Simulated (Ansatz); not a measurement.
C$_{2}$H$_{8}$NP (`CN(C)P`), 12 atoms. Charge 0, multiplicity 1. All runs use 4 threads of a server CPU on a shared host. Correlated methods freeze the cores.

(1) Give the basis size and wall time and peak host memory of each of these runs in Ansatz. RKS revPBE-D4/def2-TZVPP energy; RKS PBE0-D4/def2-SVP energy; RKS BHLYP-D4/def2-TZVPP energy; RKS ωB97X-V/def2-TZVPP energy; RKS PBE0-D4/def2-TZVP frequencies; RKS PBE0-D4/def2-TZVP relaxation (7 steps); RKS PBE0-D4/def2-QZVPP energy; RHF-MP2/def2-QZVPP energy; RKS r2SCAN-D4/def2-TZVPP energy and forces; RKS ωB97M-V/def2-QZVPP energy; RHF-CCSD(T)/def2-TZVPP energy; direct RPA on PBE orbitals/def2-TZVPP energy. (Estimate.)

Results:

(1) The calculation gave: Other jobs shared the machine, so times are rough.

| level | job | functions | wall time | peak host memory (GiB) |
| --- | --- | --- | --- | --- |
| RKS PBE0-D4/def2-SVP | energy | 100 | 2.5 s | 0.21 |
| RKS revPBE-D4/def2-TZVPP | energy | 247 | 4 s | 0.31 |
| RKS BHLYP-D4/def2-TZVPP | energy | 247 | 6 s | 0.56 |
| RKS r2SCAN-D4/def2-TZVPP | energy and forces | 247 | 8.5 s | 0.34 |
| direct RPA on PBE orbitals/def2-TZVPP | energy | 247 | 9.5 s | 0.61 |
| RKS ωB97X-V/def2-TZVPP | energy | 247 | 15 s | 0.68 |
| RKS PBE0-D4/def2-QZVPP | energy | 481 | 16 s | 1.6 |
| RKS ωB97M-V/def2-QZVPP | energy | 481 | 33 s | 1.9 |
| RKS PBE0-D4/def2-TZVP | relaxation (7 steps) | 178 | 55 s | 0.43 |
| RHF-MP2/def2-QZVPP | energy | 481 | 61 s | 3.1 |
| RHF-CCSD(T)/def2-TZVPP | energy | 247 | 2.3 min | 5.1 |
| RKS PBE0-D4/def2-TZVP | frequencies | 178 | 4.7 min | 0.44 |
